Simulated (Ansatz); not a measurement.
hcp Ti, relaxed in Ansatz (plane waves) with several semilocal functionals. Each gives its own volume and its own bulk modulus:

```csv
level,V0 (Å³/atom),bulk modulus (GPa),ln V0,ln B0
LDA,16.105,126.7,2.7791,4.8418
PBE-D3(BJ),16.506,121.0,2.8037,4.7958
PBEsol,16.727,119.3,2.8170,4.7816
r²SCAN+rVV10,17.170,119.2,2.8432,4.7808
r²SCAN,17.308,117.2,2.8512,4.7639
BLYP,17.790,105.3,2.8786,4.6568
```

### Question
Fit a straight line to ln B0 against ln V0. What does it predict for PBE, whose volume is 17.393 Å³/atom?

### Answer
With x = ln V0 and y = ln B0: means 2.82880 and 4.77012; Σ(Δx Δy) = -0.009971, Σ(Δx²) = 0.006428, so the slope is -1.55. At x = 2.8561 the line gives y = 4.77012 + (-1.55) × (2.8561 − 2.82880) = 4.7278, or 113.0 GPa. The run with PBE gives 111.9 GPa, -1.0 % from the line. The rows used scatter about it by up to 3.5 %, while the largest value lies 20 % above the smallest. For comparison, PBE's own equation of state has B′ = 3.6, the slope −d ln B/d ln V at a fixed functional; the two needn't agree, since functionals also differ at one volume.

Measured: 108 GPa (measured, zero-point energy and finite temperature contributions removed; as tabulated in doi:10.1021/acs.jctc.3c00612).

The crystal itself was run without spin with LDA, PBE-D3(BJ), PBEsol, r²SCAN+rVV10, r²SCAN, PBE, BLYP; a magnetic state was not tried in these runs.

Ansatz's density-functional and Hartree–Fock values are scalar-relativistic unless marked +SOC, with PAW data made under PBE.

Ansatz is a quantum-chemistry and plane-wave program.
